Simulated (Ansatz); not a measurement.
Start from `FC1(S)C=N1` and change one atom or group to get `NC1(F)C=N1`.

Ansatz, PBE0-D4/def2-TZVP geometries, multiplicity 1. Each molecule was computed in one conformer, which needn't be the lowest.

```json
{"property": "HOMO–LUMO gap (ωB97M-V/def2-TZVPP) / eV", "`FC1(S)C=N1`": "10.75"}
{"property": "LUMO energy (ωB97M-V/def2-TZVPP) / eV", "`FC1(S)C=N1`": "0.97"}
{"property": "HOMO–LUMO gap (PBE0/def2-TZVPP) / eV", "`FC1(S)C=N1`": "6.18"}
{"property": "zero-point energy (PBE0-D4/def2-TZVP) / kJ/mol", "`FC1(S)C=N1`": "96.9"}
{"property": "size of the dipole moment (B3LYP/def2-TZVPP) / D", "`FC1(S)C=N1`": "1.75"}
{"property": "LUMO energy (B3LYP/def2-TZVPP) / eV", "`FC1(S)C=N1`": "-1.64"}
```

(1) What does the change do to each property? (Estimate.)

Answers

(1) Computed: 
| property | `NC1(F)C=N1` | shift |
| --- | --- | --- |
| HOMO–LUMO gap (ωB97M-V/def2-TZVPP) / eV | 10.78 | 0.03 |
| LUMO energy (ωB97M-V/def2-TZVPP) / eV | 1.31 | 0.34 |
| HOMO–LUMO gap (PBE0/def2-TZVPP) / eV | 6.14 | -0.04 |
| zero-point energy (PBE0-D4/def2-TZVP) / kJ/mol | 144.1 | 47.2 |
| size of the dipole moment (B3LYP/def2-TZVPP) / D | 2.19 | 0.44 |
| LUMO energy (B3LYP/def2-TZVPP) / eV | -1.31 | 0.33 |

The zero-point energy changes by 47.2 kJ/mol with +3 modes. Dipoles are sizes alone; their direction can turn.

B3LYP here is the variant with VWN-RPA as its local correlation; programs differ in this.
